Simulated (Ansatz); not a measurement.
BClHS, SMILES `S[B]Cl` radical. The species carries charge 0 and has multiplicity 2. The structure was optimised at the PBE0-D4/def2-TZVP level. It is one conformer, not always the lowest.

```xyz
4

S     0.066    0.765    0.776
B    -0.052   -0.493   -0.458
Cl    0.387   -0.292   -2.110
H    -0.401    0.020    1.792
```

(1) What is the dipole moment at B3LYP/def2-TZVPP? (An estimate is asked.)

(2) And with PBE, r2SCAN, ωB97M-V? (Estimate.)

(3) Give the Mulliken charges with B3LYP, ωB97M-V, PBE in def2-TZVPP. (Estimate.)

Answers

(1) Computed: 1.06 D, with components (-0.20, 0.11, 1.04) D in this frame, pointing from negative to positive charge.

(2) Ansatz gave: PBE 1.02 D, r2SCAN 1.10 D, ωB97M-V 1.05 D.

(3) The calculation gave: 
```tsv
atom	B3LYP	ωB97M-V	PBE
S1	-0.09	-0.07	-0.09
B2	0.05	0.00	0.02
Cl3	-0.09	-0.06	-0.07
H4	0.13	0.14	0.14
```

B3LYP here is the variant with VWN-RPA as its local correlation; programs differ in this.
